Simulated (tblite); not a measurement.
C₅H₃S (doublet state).
Numbering: `[S:1]=[C:2]1[CH:3]=[C:4][CH:5]=[CH:6]1` (hydrogens: H7 on C3; H8 on C5; H9 on C6)

Level: GFN2-xTB in tblite, geometry and Hessian alike; calculated harmonic values, unscaled, isolated species. This tight-binding method is rough: wavenumbers can miss measured ones by several per cent, in bad cases by 10 to 20. Open shells enter through the occupations alone, without spin polarisation, and single modes of such species can be off by tens of per cent.

Harmonic wavenumbers (cm⁻¹): 167.7, 265.3, 463.9, 494.1, 564.8, 627.0, 746.0, 761.0, 821.0, 829.1, 974.5, 1030.3, 1050.6, 1094.1, 1171.3, 1308.5, 1442.6, 1612.0, 3141.5, 3169.0, 3208.2.

A = 8741, B = 2385, C = 1885 MHz; mass 94.996 u (most abundant isotopes); point group C1, symmetry number 1; spin multiplicity 2.

Zero-point energy?

½Σν̃ = 12471 cm⁻¹ = 149.19 kJ/mol.

Give the ideal-gas entropy at 400 K and 1 bar in the rigid-rotor, harmonic-oscillator model (classical rotation).

Translation 171.76, rotation 114.56, vibration 51.34, spin (R ln 2) 5.76: S = 343.4 J/(mol K).

And Cp and H(400 K) − H(0)?

Cp = 109.05 J/(mol K), of which vibrations give 75.79 (their classical limit is 21 R = 174.6); H(400 K) − H(0) = 26.20 kJ/mol without the zero-point energy, 12.89 from vibrations.

Which modes carry the vibrational entropy at 400 K?

167.7 cm⁻¹: 12.64; 265.3 cm⁻¹: 9.01; 463.9 cm⁻¹: 4.96; 494.1 cm⁻¹: 4.55; 564.8 cm⁻¹: 3.72; 627.0 cm⁻¹: 3.12 J/(mol K); the other 15 give 13.34 together.

What must be added to the electronic energy to get the Gibbs energy at 400 K and 1 bar?

ZPE + [H(400 K) − H(0)] − T·S = 149.19 + 26.20 − 137.37 = 38.02 kJ/mol.

Hindered rotation and anharmonicity are outside this model.
